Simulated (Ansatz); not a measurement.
**Si₂H₄ (triplet): from a generated start to a stationary point**

Aim: relax a generated start of Si₂H₄ (triplet) and see which bonds hold.

Method: UKS PBE0/def2-TZVP; program: Ansatz 0.2.0, Gaussian basis.

## 1. The system as given

6 atoms, charge 0, spin multiplicity 3.

Atoms are counted from 1 here; the program's logs count them from 0.

Bond lengths: Si1–Si2 2.255 Å, Si1–H3 1.473 Å, Si1–H4 1.467 Å, Si1–H5 1.473 Å, Si2–H6 1.475 Å. Angles: Si2–Si1–H3 115.3°, Si2–Si1–H4 105.5°, Si2–Si1–H5 115.3°, H3–Si1–H4 108.0°, H3–Si1–H5 104.5°, H4–Si1–H5 108.0°, Si1–Si2–H6 129.0°.

The start was built by rule and, where that kept it together, relaxed with GFN2-xTB. Sticks and bond lists go by distance. 

## 2. Relaxation

in.yaml

```yaml
crystal:
  periodic: [false, false, false]
  atoms:
    - {symbol: Si, position_ang: [-1.065705, -0.080419, -0.138028]}
    - {symbol: Si, position_ang: [1.161387, 0.067628, 0.180321]}
    - {symbol: H, position_ang: [-1.790557, 1.201932, -0.115971]}
    - {symbol: H, position_ang: [-1.566588, -0.902370, 0.968781]}
    - {symbol: H, position_ang: [-1.479374, -0.717277, -1.400411]}
    - {symbol: H, position_ang: [2.170416, 0.774135, -0.630883]}
basis:
  gaussian: {orbitals: def2-TZVP}
magnetization: {spin_polarized: true, initial_magnetization: 2}
hamiltonian: {xc: pbe0}
relax: {f_tol: 0.004, max_steps: 80}
```

Started as:

```
> ansatz run in.yaml --threads 1 --pin off --events-out ev --progress --plain --max-ram 2176MiB
```

Before running it: what results should come out? Wanted: energy gained; shift from the start; total energy; dipole moment; ⟨S²⟩.

The runs gave:

```
                  quantity           value
                     steps               6
             energy gained        0.055 eV
shift from the start (rms)         0.075 Å
              total energy  -15811.3718 eV
             dipole moment          0.16 D
                      ⟨S²⟩           2.006
```

In words: The bonds of the start are those of the end. Si1–Si2 went from 2.255 to 2.317 Å. No vibrations were run, so this is a stationary point, not a proven minimum, and this spin need not be the ground state's.
